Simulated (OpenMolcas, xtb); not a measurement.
## SiH4O (silanol): methods side by side

SiH4O: 6 atoms, total charge 0, spin state singlet. As SMILES, `O[SiH3]`. Geometry: relaxed at PBE0-D4/def2-TZVP.

```csv
atom,x (Å),y (Å),z (Å)
O,0.6367,-1.0303,0.4190
Si,-0.0357,0.3465,-0.1870
H,0.0691,-1.6292,0.9047
H,-1.1283,0.0457,-1.1528
H,1.0605,1.0649,-0.8756
H,-0.6023,1.2024,0.8917
```

Each level gives the energy change with the O1–H3 bond stretched from 0.957 to 2.106 Å (eV). The values are calculated.

| level | kind | program | value (eV) | less CCSD(T)/cc-pVTZ | CPU time (all runs) |
| --- | --- | --- | --- | --- | --- |
| GFN2-xTB | semi-empirical | xtb | 4.47 | -0.41 | under 2 s |
| HF/cc-pVTZ (restricted) | Hartree–Fock | OpenMolcas | 6.82 | +1.94 | 56 s |
| SVWN5/cc-pVTZ (restricted) | LDA | OpenMolcas | 5.09 | +0.21 | 90 s |
| BLYP/cc-pVTZ (restricted) | GGA | OpenMolcas | 4.81 | -0.07 | 1.8 min |
| TPSS/cc-pVTZ (restricted) | meta-GGA | OpenMolcas | 5.07 | +0.19 | 2.4 min |
| M06-2X/cc-pVTZ (restricted) | hybrid meta-GGA | OpenMolcas | 5.91 | +1.03 | 1.7 min |
| B2PLYP/cc-pVTZ (restricted) | double hybrid | OpenMolcas | 5.35 | +0.47 | 76 s |
| MP2/cc-pVTZ (restricted) | perturbation theory | OpenMolcas | 5.47 | +0.59 | 52 s |
| CCSD(T)/cc-pVTZ (Cholesky decomposition) (restricted) | coupled cluster or CI | OpenMolcas | 4.88 | 0.00 | 19 min |

CCSD(T)/cc-pVTZ (Cholesky decomposition) (restricted) is the highest level here, not the true value. At this stretch a single reference begins to fail. The first shape isn't each level's own minimum. The values span 4.47 to 6.82 eV. CPU times are rough (shared hosts, several kinds of processor): they show what a rung costs within a factor of a few.
